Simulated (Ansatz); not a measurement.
# doublet BF(+): levels of theory in one basis

```xyz
2

B     0.0005    0.0444   -0.5844
F     0.0100   -0.0431    0.5841
```

Basis set: def2-SVP (spherical functions). Correlated methods keep 2 orbitals frozen. Correlation on ROHF uses semicanonical orbitals with singles. Charge 1, multiplicity 2.

Computed with Ansatz (development build ahead of 0.2.0); each method stands on the lowest determinant of its kind that the runs found.

| method | E − E(ROHF) (eV) | <S²> of the determinant |
| --- | --- | --- |
| ROHF | 0.00 | – |
| UHF | -0.02 | 0.75 |
| ROHF-MP2 | -6.00 | – |
| UHF-MP2 | -6.01 | 0.75 |

**Question.** What does ROHF-CCSD(T) give on the same scale?

**Answer.** -6.25 eV.
